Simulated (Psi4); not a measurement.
Psi4 input (wB97X-D/6-311+G**):

```
memory 1500 MB

molecule {
-1 1
C    -0.00558322    1.06374512   -0.38603103
C     0.00619137   -1.03716485   -0.05773859
C    -1.06341923    0.06866804    0.11781767
C     1.06212711    0.08115274    0.12147835
H    -0.01226405    2.06753296    0.06973792
H     0.01023035   -1.42530440   -1.07919593
H     0.00987292   -1.87345395    0.65675121
H    -1.32708106    0.11676990    1.20906634
H    -2.01630986   -0.04998724   -0.42504701
H     1.32144553    0.13232640    1.21362771
H     2.01820998   -0.02628991   -0.41809864
symmetry c1
no_reorient
no_com
}

set {
  basis 6-311+G**
  reference rks
  scf_type df
  df_basis_scf def2-universal-jkfit
  dft_radial_points 99
  dft_spherical_points 590
  e_convergence 1e-8
  d_convergence 1e-7
  maxiter 150
}

e = energy('wb97x-d')
print_out(f'\nFINAL {e:.10f} DIPOLE {variable("CURRENT DIPOLE")[0]:.6f} {variable("CURRENT DIPOLE")[1]:.6f} {variable("CURRENT DIPOLE")[2]:.6f}\n')
```

Q: Predict the final energy.

A: -156.52362 Eh.
